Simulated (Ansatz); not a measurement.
Reaction (SMILES): F[CH]F → C atom + 2 F atom + H atom
B3LYP-D3(BJ)/def2-TZVP geometries, fixed; electronic energies without zero-point terms.

Basis-set convergence of the atomisation energy at CCSD(T) with Ansatz (a program for electronic structure). Cartesian d functions, on some or all atoms, in 6-31G*, 6-31G**; all else is spherical. Cores are frozen. Open shells are unrestricted. No added dispersion term, no relativity. Functions are those of the species that has most. Reference: Hartree-Fock in cc-pVQZ plus the correlation part extrapolated as X^-3 from cc-pVTZ and cc-pVQZ, 327.78 kcal/mol, itself unsure by roughly 1.53 kcal/mol (a third of the extrapolation step and of the last Hartree-Fock step).

| basis | functions | atomisation energy (kcal/mol) |
|---|---|---|
| 3-21G | 29 | 269.18 |
| def2-SV(P) | 44 | 303.96 |
| 6-31G* | 47 | 302.84 |
| def2-SVP | 47 | 310.76 |
| 6-31G** | 50 | [?] |
| 6-311G** | 60 | 302.83 |
| 6-311+G** | 72 | [?] |
| def2-SVPD | 74 | 314.34 |
| cc-pVTZ | 104 | 318.06 |
| def2-TZVPD | 126 | [?] |
| 6-311++G(3df,3pd) | 135 | 323.00 |
| aug-pcseg-2 | 161 | 322.37 |
| def2-QZVPP | 201 | [?] |

Complete the blanks.


- 6-31G**, atomisation energy (kcal/mol): 308.22
- 6-311+G**, atomisation energy (kcal/mol): 303.28
- def2-TZVPD, atomisation energy (kcal/mol): 317.60
- def2-QZVPP, atomisation energy (kcal/mol): 324.18
